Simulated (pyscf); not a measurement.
Single points on ωB97X-D3(BJ)/def2-SVP structures (PySCF, gas phase). Correlated levels are frozen-core, on RHF or UHF. ΔMP2 is the change of the MP2 total energy from the triple- to the quadruple-zeta basis.

Q: For the elementary gas-phase step H₂Si=PH + PH₃ → H₃Si–PH–PH₂ (singlet surface; H–P broken, P–P, H–Si formed), what barrier and reaction energy does CCSD(T)/def2-TZVPP + ΔMP2(QZVPP) give, measured from the separated reactants?

A: ΔE‡ = 30.3 kcal/mol, ΔE = -34.5 kcal/mol. Zero-point energy shifts the barrier by -0.3 kcal/mol. It is an addition across a multiple bond or ene-type step, with an imaginary mode of 1379i cm⁻¹. The reactants may also form a dative adduct at H₂Si=PH; it and routes through it were not searched. This is the saddle that the search found; another between the same sides may lie lower. The CCSD(T) − MP2 part came from Ansatz, without density fitting, on the same reference.
